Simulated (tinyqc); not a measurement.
Extended Hueckel theory, for BH3, step by step. One step of it, computed by the program tinyqc.

Question. Wolfsberg-Helmholz matrix. H_ij = K' S_ij (H_ii + H_jj)/2 for i != j (the diagonal keeps H_ii), with K' = K + D^2 + D^4 (1 - K), D = (H_ii - H_jj)/(H_ii + H_jj), K = 1.75.

overlap S, lower triangle:
```
           1B 2s     1B 2px     1B 2py     1B 2pz     2H 1s     3H 1s     4H 1s
1B 2s   1.000000
1B 2px  0.000000   1.000000
1B 2py  0.000000   0.000000   1.000000
1B 2pz  0.000000   0.000000   0.000000   1.000000
2H 1s   0.489466   0.532462   0.000000  -0.011205  1.000000
3H 1s   0.489401  -0.266179   0.461108  -0.011203  0.092909  1.000000
4H 1s   0.489401  -0.266179  -0.461108  -0.011203  0.092909  0.092870  1.000000
```

diagonal H_ii (eV): 1B 2s -15.200000, 1B 2px -8.500000, 1B 2py -8.500000, 1B 2pz -8.500000, 2H 1s -13.600000, 3H 1s -13.600000, 4H 1s -13.600000

K = 1.750000

Give: H.

Answer.

H (eV), lower triangle:
```
           1B 2s    1B 2px   1B 2py   1B 2pz     2H 1s     3H 1s     4H 1s
1B 2s   -15.2000
1B 2px    0.0000   -8.5000
1B 2py    0.0000    0.0000  -8.5000
1B 2pz    0.0000    0.0000   0.0000  -8.5000
2H 1s   -12.3563  -10.5973   0.0000   0.2230  -13.6000
3H 1s   -12.3546    5.2976  -9.1772   0.2230   -2.2112  -13.6000
4H 1s   -12.3546    5.2976   9.1772   0.2230   -2.2112   -2.2103  -13.6000
```
